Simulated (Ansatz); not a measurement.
# Al₂H+ (quintet): wave-function methods side by side, 6-31G

How much of the correlation energy of Al₂H+ (quintet) does each wave-function method recover here?

Computed with Ansatz 0.2.0, Gaussian basis. Level: 6-31G, core rule «outside noble gas», up to 10 orbitals frozen.

To be run: UHF; CCSD(T) on ROHF; CCSD(T) on UHF; BCCD(T) on ROHF; CISD; CCSDT(Q) on ROHF; CCSDT(Q) on UHF; CISDTQ; CCSDTQ on ROHF; CCSDTQ on UHF; CASSCF and MRCISD+Q, 6 electrons in 9 orbitals; CASSCF and NEVPT2, 6 electrons in 9 orbitals; Full CI.

22 further runs of the same task are left out: 9 that didn't finish, 13 set aside as unsound or not needed.

**1. What is computed**

The geometry is a PBE0/def2-TZVP stationary point (not a proven minimum) of the parent state, kept for this charge and spin.

3 atoms, charge 1, spin multiplicity 5.

Atoms are counted from 1 here; the program's logs count them from 0.

Bond lengths: Al1–Al2 2.360 Å, Al1–H3 1.583 Å. Angles: Al2–Al1–H3 180.0°.

As a file:

```xyz
3
charge 1, multiplicity 5
Al    0.0000    0.0000    0.2591
Al    0.0000    0.0000   -2.1014
H     0.0000    0.0000    1.8423
```

**2. UHF**

The input, in.yaml:

```yaml
crystal:
  periodic: [false, false, false]
  atoms:
    - {symbol: Al, position_ang: [0.000000, 0.000000, 0.259056]}
    - {symbol: Al, position_ang: [0.000000, 0.000000, -2.101360]}
    - {symbol: H, position_ang: [0.000000, 0.000000, 1.842303]}
basis:
  gaussian: {orbitals: 6-31G}
total_charge: 1
magnetization: {spin_polarized: true, initial_magnetization: 4}
hamiltonian: {xc: hf}
output: {orbitals: {seedname: orbitals}}
```

On the command line:

```
$ ansatz run in.yaml --threads 1 --pin off --events-out ev --progress --plain --max-ram 2393MiB
```

Further steps of the session: CCSD(T) on ROHF; CCSD(T) on UHF; BCCD(T) on ROHF; CISD; CCSDT(Q) on ROHF; CCSDT(Q) on UHF; CISDTQ; CCSDTQ on ROHF; CCSDTQ on UHF; CASSCF and MRCISD+Q, 6 electrons in 9 orbitals; CASSCF and NEVPT2, 6 electrons in 9 orbitals; Full CI.

**Question.** What will the summary of the whole plan be? Wanted: FCI below the RHF energy; RMP2 from FCI; UMP2 from FCI; RCCSD from FCI; RCCSD(T) from FCI; UCCSD(T) from FCI; RCCSDT(Q) from FCI; UCCSDT(Q) from FCI; NEVPT2 valence from FCI.

**Answer**, as computed:

| quantity | value |
| --- | --- |
| FCI below the RHF energy | -1.5907 eV |
| RMP2 from FCI | +67.7 kJ/mol |
| UMP2 from FCI | +65.2 kJ/mol |
| RCCSD from FCI | +10.4 kJ/mol |
| RCCSD(T) from FCI | +4.9 kJ/mol |
| UCCSD(T) from FCI | +4.3 kJ/mol |
| RCCSDT(Q) from FCI | +0.1 kJ/mol |
| UCCSDT(Q) from FCI | 0.0 kJ/mol |
| NEVPT2 valence from FCI | +7.4 kJ/mol |
| MRCISD+Q valence from FCI | +0.4 kJ/mol |
| levels within 1 kcal/mol (43 meV) | RCCSDT, UCCSDT, CISDTQ, RCCSDT(Q), UCCSDT(Q), RCCSDTQ, UCCSDTQ, MRCISD valence, MRCISD+Q valence |
| T1 diagnostic | 0.076 |
| effectively unpaired electrons | 4.05 |

What this shows: RCCSD(T) misses by +4.9 kJ/mol, 3.2 % of the correlation energy. The occupations are near whole numbers, but T1 = 0.076 shows that the orbitals relax strongly. Of the multireference levels listed MRCISD+Q valence comes nearest in total energy (+0.4 kJ/mol), which doesn't show that its space is the better one. These misses are within one basis, not against nature; the frozen cores of restricted and unrestricted runs differ, which can shift their rows.
